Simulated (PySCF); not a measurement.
Isomers of C4H8O2 and their computed core-level spectra.

Computed, not measured: delta-SCF UKS SCAN, pcX-2 on the ionised atom, pcseg-1 elsewhere, spin-free X2C in PySCF 2.14.0. Geometries: GFN2-xTB; isolated species, one conformer each.

Line lists (1s up to Mg, 2p3/2 beyond; areas count atoms within a level, one atom standing for each set equivalent by bonding):
1. C 1s: 290.83 (area 2), 292.52 (area 1), 294.70 (area 1) eV; O 1s: 537.94 (area 1), 539.52 (area 1) eV
2. C 1s: 290.66 (area 2), 291.18 (area 1), 294.70 (area 1) eV; O 1s: 537.80 (area 1), 539.96 (area 1) eV
3. C 1s: 290.72 (area 1), 292.26 (area 1), 292.26 (area 1), 293.52 (area 1) eV; O 1s: 538.41 (area 1), 538.67 (area 1) eV

Structures:
A. `CC(C)OC=O`
B. `C[C@H]1COCO1`
C. `CC(C)C(=O)O`

Task: Which list belongs to which compound?

Result: 
- 1 = A: another candidate has the same counts of sites, so positions decide. C 1s: 290.83 methyl carbon (×2), 292.52 sp3 carbon bound to oxygen, 294.70 ester carbonyl carbon; O 1s: 537.94 ester carbonyl oxygen, 539.52 ester single-bonded oxygen.
- 2 = C: another candidate has the same counts of sites, so positions decide. C 1s: 290.66 methyl carbon (×2), 291.18 sp3 carbon next to a carbonyl, 294.70 carboxylic acid carbon; O 1s: 537.80 acid carbonyl oxygen, 539.96 acid hydroxyl oxygen.
- 3 = B: no other candidate has these counts of sites. C 1s: 290.72 methyl carbon, 292.26 sp3 carbon bound to oxygen, 292.26 sp3 carbon bound to oxygen, 293.52 sp3 carbon bearing two oxygens; O 1s: 538.41 cyclic ether oxygen, 538.67 cyclic ether oxygen.
